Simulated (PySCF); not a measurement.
Species: disulfur monoxide, S₂O.
SMILES: `O=S=S`

Computed with PBE0/pcSseg-1 in PySCF (dipole) on a GFN2-xTB geometry, gas phase.

Masses are those of the commonest isotopes; rigid-rotor values at the optimised geometry. 

Give the principal moments of inertia and the rotational constants in cm⁻¹.

Ia = 13.16, Ib = 98.29, Ic = 111.45 u·Å²; 505379 MHz·u·Å²/I gives 38400, 5142 and 4535 MHz, that is A = 1.28087, B = 0.17151, C = 0.15126 cm⁻¹.

Classify the top.

A near-prolate asymmetric top: κ = (2 × 5142 − 38400 − 4535)/(38400 − 4535) = -0.96.

Give the coordinates in the principal-axis frame, origin at the centre of mass.

The sense of each axis is arbitrary; atoms in the order of the calculation.
| atom | mass (u) | a (Å) | b (Å) | c (Å) |
| --- | --- | --- | --- | --- |
| O1 | 15.995 | -1.520 | 0.591 | 0.000 |
| S2 | 31.972 | -0.522 | -0.459 | 0.000 |
| S3 | 31.972 | 1.283 | 0.163 | 0.000 |

Where do the levels up to J = 2 lie, in cm⁻¹?

Above 0(0,0):
J = 1: 1(0,1) 0.3228, 1(1,1) 1.4321, 1(1,0) 1.4524
J = 2: 2(0,2) 0.9680, 2(1,2) 2.0574, 2(1,1) 2.1182, 2(2,1) 5.4463, 2(2,0) 5.4465
Those of J = 1 are B + C, A + C and A + B.

Which types of transition are allowed, and where do some lines up to J = 3 fall?

The dipole components are |μa| = 0.34 D, |μb| = 1.59 D, |μc| = 0.00 D; the mirror of this Cs structure is the ab plane, so μc vanishes by symmetry and there are no c-type lines. The squared components, which scale the intensities, stand as 0.05 : 1.00 (a : b). Some lines, for components of 0.1 D or more:

| type | branch | J(Ka,Kc) | MHz | lower level (cm⁻¹) |
| --- | --- | --- | --- | --- |
| a | Q | 2(1,1) ← 2(1,2) | 1822 | 2.057 |
| a | Q | 3(1,2) ← 3(1,3) | 3643 | 2.995 |
| a | R | 1(0,1) ← 0(0,0) | 9677 | 0.000 |
| a | R | 2(1,2) ← 1(1,1) | 18746 | 1.432 |
| a | R | 3(2,2) ← 2(2,1) | 29030 | 5.446 |
| a | R | 3(2,1) ← 2(2,0) | 29063 | 5.447 |
| b | Q | 1(1,0) ← 1(0,1) | 33865 | 0.323 |
| b | Q | 3(1,2) ← 3(0,3) | 35419 | 1.935 |
| b | R | 1(1,1) ← 0(0,0) | 42934 | 0.000 |
| b | R | 2(1,2) ← 1(0,1) | 52004 | 0.323 |
| b | R | 3(1,3) ← 2(0,2) | 60772 | 0.968 |
| b | Q | 2(2,0) ← 2(1,1) | 99781 | 2.118 |
| b | R | 2(2,0) ← 1(1,1) | 120349 | 1.432 |
| b | R | 3(3,1) ← 2(2,0) | 196833 | 5.447 |
| b | R | 3(3,0) ← 2(2,1) | 196841 | 5.446 |

Estimate the classical rotational partition function at 10 K, 50 K and 100 K.

Point group Cs, symmetry number σ = 1; q = (√π/σ)·√((kT/h)³/(ABC)), k/h = 20836.6 MHz/K: 178 at 10 K, 1990 at 50 K, 5630 at 100 K.

Whether it is a minimum is left open (no frequencies). Zero-point vibration and centrifugal distortion are left out.
